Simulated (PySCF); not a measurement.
Molecule: ClH2Si(SH), ClH3SSi.

Atom-mapped SMILES (the numbers label the heavy atoms): `[SH:1][SiH2:2][Cl:3]` (H(Xn): hydrogen on atom n).

Geometry PBE0-D3(BJ)/def2-SVP throughout; GIAO in PySCF 2.14, gas phase, one conformer, non-relativistic; equivalent atoms averaged; functional PBE0.

(1) How do the shifts δ (against CS2, TMS, HCl at the same level) depend on the basis set? (ppm; last column core-seconds on shared hosts with different chips, so compare them loosely)

(2) Which nucleus moves most, in ppm?

(3) Taking the largest basis, pcSseg-3 (327 functions), as the yardstick, rank the others by their worst heavy-atom deviation.

## Answers

(1) 
```
    basis set  functions      S1    Si2     Cl3  H(Si2)  H(S1)  core-s
       STO-3G         30  -252.9    2.1  -163.3    3.08  -1.19     2.6
        6-31G         45  -168.6   35.8   -29.9    5.27   0.39       5
     pcSseg-0         45  -221.7    5.3   -37.2    6.02   0.54     2.2
       6-31G*         60  -140.4   25.6     0.8    5.60   0.76     6.2
     def2-SVP         69  -155.4    1.4    25.7    5.69   0.69     5.5
      cc-pVDZ         69  -166.0    2.8    23.4    5.62   0.77     3.6
     pcSseg-1         87  -175.9    0.9    36.2    5.60   1.19     6.8
  aug-cc-pVDZ        108  -153.0  -12.1    41.4    5.94   0.89     5.5
6-311+G(2d,p)        123  -151.7   -3.2    61.6    5.97   1.07      11
    def2-TZVP        129  -162.1   -6.7    41.7    5.94   1.07      13
      cc-pVTZ        144  -161.9   -3.3    42.0    5.76   0.94     8.1
     IGLO-III        162  -150.4   -9.5    50.2    5.84   0.95     7.8
     pcSseg-2        171  -161.0   -5.9    45.1    5.64   1.15     8.5
     pcSseg-3        327  -157.6   -7.0    49.4    5.82   1.07      32
```

(2) Cl3 (chlorine bonded to Si): from -163.3 ppm with STO-3G to 61.6 ppm with 6-311+G(2d,p). The smallest spread is 2.37 ppm, at H(S1).

(3) pcSseg-2 4.3 ppm (171 functions), IGLO-III 7.1 ppm (162 functions), cc-pVTZ 7.4 ppm (144 functions), def2-TZVP 7.7 ppm (129 functions), aug-cc-pVDZ 8.0 ppm (108 functions), 6-311+G(2d,p) 12.2 ppm (123 functions), pcSseg-1 18.3 ppm (87 functions), def2-SVP 23.7 ppm (69 functions), cc-pVDZ 26.0 ppm (69 functions), 6-31G* 48.6 ppm (60 functions), 6-31G 79.3 ppm (45 functions), pcSseg-0 86.5 ppm (45 functions), STO-3G 212.7 ppm (30 functions).

A small basis that lands close on one nucleus may do so by chance; judge by the trend and by all nuclei.
